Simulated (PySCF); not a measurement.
# Mn2 (Mn2+): the cost of one run

Programs: PySCF 2.14.0, with density-fitted response routines of our own. Each step states its level of theory. These are calculated values for one molecule in the gas phase, unless marked as measured. Atoms are numbered from 0 throughout.

## Step 1: Starting geometry

2 atoms, charge 1, multiplicity 12; geometry from: GFN2-xTB. The atoms were then displaced at random by about 0.03 Å, so the start is not that level's minimum.

Bonds of the start (Å): Mn0–Mn1 2.59.

## Step 2: Relaxing the molecule at PBE0-D3(BJ)/def2-SVP

The job: settings as JSON, then the geometry in Å.

```
{"job": {"xc": "PBE0", "basis": "def2-SVP", "d3": "d3bj", "grid": 1, "shake": 0.03, "kind": "geom"}, "charge": 1, "multiplicity": 12}
Mn     1.318420    -0.082730     0.007190
Mn    -1.268700    -0.004980    -0.029410
```

Launch:

```console
$ OMP_NUM_THREADS=1 python probes_run.py task.json out
```

This one command runs all jobs of the session in turn.

Q: Estimate the wall time and peak memory of this first job on 1 thread of Intel Xeon Platinum 8259CL at 2.50GHz, shared host.

About 25 s, with a peak of 0.29 GiB.
